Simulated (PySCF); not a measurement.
# C3HN (Cyanoacetylene): the cost of one run

Computed with PySCF 2.14.0 and routines of our own; the level stands in each step. Atoms count from 0.

### Step 1. The system as given

5 atoms, charge 0, multiplicity 1; geometry from: GFN2-xTB.

### Step 2. Optimising the geometry at CAM-B3LYP/6-31+G*

The job: settings as JSON, then the geometry in Å.

```
{"job": {"xc": "CAM-B3LYP", "basis": "6-31+G*", "grid": 1, "kind": "geom"}, "charge": 0, "multiplicity": 1}
C     -1.274482    -0.173263    -0.000599
C     -0.081631    -0.011007     0.018928
C      1.271265     0.172231     0.043827
N      2.408523     0.327503     0.065446
H     -2.315053    -0.312612    -0.015927
```

Started as:

```console
$ OMP_NUM_THREADS=1 python excited_run.py task.json out
```

One launch serves the whole session: the jobs run in the order shown.

Q: Estimate the wall time and peak memory of this first job on 1 thread of Arm Neoverse V2, shared host.

About 3.8 s, with a peak of 0.36 GiB.
